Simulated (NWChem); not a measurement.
Total energies of phosphine (H$_{3}$P)

```
P
H 1 1.4287
H 1 1.4287 2 92.92
H 1 1.4287 2 92.92 3 -93.08
```
Charge 0, spin multiplicity 1.

Program: NWChem. The geometry was optimised at PBE0/def2-SVP, a minimum by its harmonic frequencies.

Basis set: cc-pVQZ (149 functions).

```tsv
method	total energy (Ha)	relative cost
RHF	-342.49170	1
MP2	-342.67398	under 3
B2PLYP	-343.03360	under 3
PBE	-342.99089	under 3
B3LYP	-343.18489	under 3
BLYP	-343.15088	under 3
```

Total energies of different functionals aren't comparable as a measure of quality: only differences taken within one method are. The cost column gives rough processor time relative to RHF; each entry includes its own SCF.

The correlated methods keep 5 core orbitals frozen. B3LYP has NWChem's definition, with VWN1-RPA local correlation.
